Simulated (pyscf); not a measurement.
PySCF, gas phase, ωB97X-D3(BJ)/def2-SVP geometries. Correlated levels are frozen-core, on RHF or UHF. ΔMP2 is the change of the MP2 total energy from the triple- to the quadruple-zeta basis.

Question: For hydrogen fluoride (HF) + F–GeH: [singlet] + hydrogen fluoride (HF) → F–GeH₂–F + hydrogen fluoride (HF), a multi-bond step (singlet surface; F–H, F–H broken, F–Ge, Ge–H, F–H formed), PBE/def2-TZVP gives ΔE‡ = -15.8 kcal/mol and ΔE = -41.4 kcal/mol (zero: the separated reactants). In which direction and how far do r²SCAN/def2-TZVP, M06-2X/def2-TZVP, CCSD(T)/def2-TZVPP + ΔMP2(QZVPP) move these?

Answer: r²SCAN: ΔE‡ = -16.8 kcal/mol, ΔE = -48.6 kcal/mol; M06-2X: ΔE‡ = -8.7 kcal/mol, ΔE = -48.9 kcal/mol; CCSD(T): ΔE‡ = -2.3 kcal/mol, ΔE = -43.9 kcal/mol. PBE's barrier lies among them. Its reaction energy lies over all of them, by 2.6 to 7.5 kcal/mol. On the reactant side the descent ends in an adduct with a F–Ge contact, 16.6 kcal/mol under the separated species and 8.1 kcal/mol under the saddle at ωB97X-D3(BJ)/def2-TZVP. On the product side the descent ends in a complex (not fully relaxed), 6.5 kcal/mol under the separated species and 45.3 kcal/mol under the saddle at ωB97X-D3(BJ)/def2-TZVP. At PBE, r²SCAN, M06-2X, CCSD(T) the saddle lies under the separated reactants, which points to a path from their complex (located at ωB97X-D3(BJ) alone). What is counted as formed (F–Ge) is already present as a longer contact in the reactant adduct; forming that adduct is a step of its own. At ωB97X-D3(BJ)/def2-TZVP the barrier from the zero used here is -8.5 kcal/mol. One saddle was located; it need not be the lowest between these sides. The CCSD(T) − MP2 part came from Ansatz, without density fitting, on the same reference. The frozen core leaves the outer d or s,p core shells of the metals and heavy elements correlated in the MP2 and CC values, and def2-TZVPP describes them poorly, which can shift differences by a few kcal/mol. Elements up to Kr have no core potential and no relativistic terms here.
